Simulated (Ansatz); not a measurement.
Process, species as SMILES: [SiH4] (SiH4) → [SiH3] (SiH3) + H atom
B3LYP-D3(BJ)/def2-TZVP geometries, fixed; electronic energies without zero-point terms.
Largest species:
```
Si
H 1 1.4803
H 1 1.4803 2 109.47
H 1 1.4803 2 109.47 3 -120.00
H 1 1.4803 2 109.47 4 -120.00
```
Charge 0, spin multiplicity 1.

Basis-set convergence of the bond dissociation energy at PBE with Ansatz (an electronic-structure program). All functions are spherical. The program fits the integrals of some runs and decomposes those of others, by size. Open shells are unrestricted. No added dispersion term, no relativity. Functions are those of the species that has most. Reference: the value in pcseg-4, 91.06 kcal/mol, itself unsure by roughly 0.04 kcal/mol (its mean distance from aug-pcseg-3, aug-cc-pV(Q+d)Z, cc-pV(5+d)Z). Deviations are taken from unrounded values.

| basis | functions | bond dissociation energy (kcal/mol) | minus reference (kcal/mol) |
|---|---|---|---|
| def2-SV(P) | 26 | 90.03 | -1.03 |
| def2-SVP | 38 | 90.73 | -0.33 |
| def2-SVPD | 56 | 90.91 | -0.16 |
| def2-TZVP | 61 | 91.04 | -0.03 |
| aug-cc-pV(D+d)Z | 68 | 90.21 | -0.85 |
| def2-TZVPD | 79 | 91.03 | -0.03 |
| def2-TZVPP | 98 | 91.09 | 0.02 |
| jun-cc-pV(T+d)Z | 104 | 91.06 | -0.01 |
| def2-TZVPPD | 116 | 91.06 | 0.00 |
| aug-cc-pV(T+d)Z | 147 | 90.97 | -0.10 |
| def2-QZVPP | 190 | 91.05 | -0.01 |
| def2-QZVPPD | 208 | 91.05 | -0.02 |
| aug-cc-pV(Q+d)Z | 273 | 91.15 | 0.08 |

The smallest set listed that lies within 0.5 kcal/mol of the reference with all its larger relatives (same family, alike in diffuse functions; a set with none counts only in the reference's own line) is def2-SVP (38 functions, -0.33 kcal/mol off).
